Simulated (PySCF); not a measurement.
Property card for fulvene, `C=C1C=CC=C1`

Fulvene, C₆H₆.
Z-matrix (Å and degrees, PBE0-D3(BJ)/def2-TZVP geometry), rows numbered from 1:
```
C 
C   1  1.3359
C   2  1.4652  1  126.77
C   3  1.3461  2  107.81  1  -179.97
C   4  1.4670  3  109.02  2     0.03
C   5  1.3463  4  109.06  3    -0.06
H   1  1.0841  2  121.07  3   179.91
H   1  1.0843  2  121.47  3    -0.08
H   3  1.0804  2  124.51  1     0.22
H   4  1.0817  3  126.46  2   179.93
H   5  1.0817  4  124.54  3   179.97
H   6  1.0804  2  124.56  1    -0.01
```

PBE0-D3(BJ)/def2-TZVP geometry optimisation, gas phase (PySCF):

```yaml
Point_group: C2v
Rotational_constants_A_B_C: 8.281, 3.850, 2.628 GHz
```

CAM-B3LYP/aug-cc-pVTZ ground state and vertical TDDFT (core frozen in the response) (PySCF):

```yaml
Dipole_moment: 0.57 D
HOMO_energy: -7.68 eV
LUMO_energy: -0.87 eV
HOMO–LUMO_gap: 6.81 eV
Lowest_singlet_excitation: 3.54 eV (351 nm, f = 0.010)
Strongest_line_among_the_10_lowest_singlet_transitions: S2 at 5.40 eV (230 nm, f = 0.428)
Lowest_triplet_excitation_Tamm–Dancoff: 2.37 eV
Static_isotropic_polarisability: 73.3 au
Electronic_spatial_extent_⟨r²⟩_about_the_centre_of_nuclear_charge: 491 bohr²
```

**PBE0/pcSseg-2 ground state and GIAO shieldings, non-relativistic (PySCF)**

```yaml
Lowest_Hirshfeld_atomic_charge: -0.07 e on C3/C6
Highest_Hirshfeld_atomic_charge: +0.06 e on H7/H8
13C_chemical_shifts_computed_TMS_as_zero_by_class: 166.3 (C2), 146.0 (C4/C5), 135.7 (C1), 134.9 (C3/C6) ppm
1H_chemical_shifts_computed_TMS_as_zero_by_class: 6.87 (H10/H11), 6.53 (H9/H12), 6.18 (H7/H8) ppm
Mayer_bond_orders_between_heavy_atoms: C1–C2 1.80, C2–C3 1.06, C3–C4 1.82, C4–C5 1.06, C5–C6 1.82, C6–C2 1.06
```

Monoisotopic mass from the formula: 78.0470 u.

The dipole equals about 1.9 × 10⁻³⁰ C·m (1 D = 3.33564 × 10⁻³⁰ C·m). The 10 singlets span 3.54 to 6.83 eV, and their oscillator strengths add up to 0.58. The largest Löwdin shares of the HOMO are 0.23 on C6, 0.23 on C3, 0.17 on C5 and 0.17 on C4. A dipole of 0.57 D is allowed in C2v, and pure rotational transitions are dipole-allowed. S1 lies 3.27 eV below the HOMO–LUMO gap; its leading configuration is HOMO→LUMO, weight 0.99. The rotational constants make it an asymmetric top with κ = (2B − A − C)/(A − C) = -0.57, nearer the prolate limit (−1). With B = h/(8π²I), that is 505.379 GHz u Å² over I, the principal moments of inertia are 61.0, 131.3 and 192.3 u Å² (most abundant isotopes); the inertial defect Ic − Ia − Ib is 0.0 u Å² (zero for a rigid planar frame, negative otherwise). The polarisability is 10.87 Å³ as a volume (1 au = 0.148185 Å³), or 1.75 au for each of the 42 electrons.

Geometry: PBE0-D3(BJ)/def2-TZVP; no solvent, vibrations or thermal averaging.
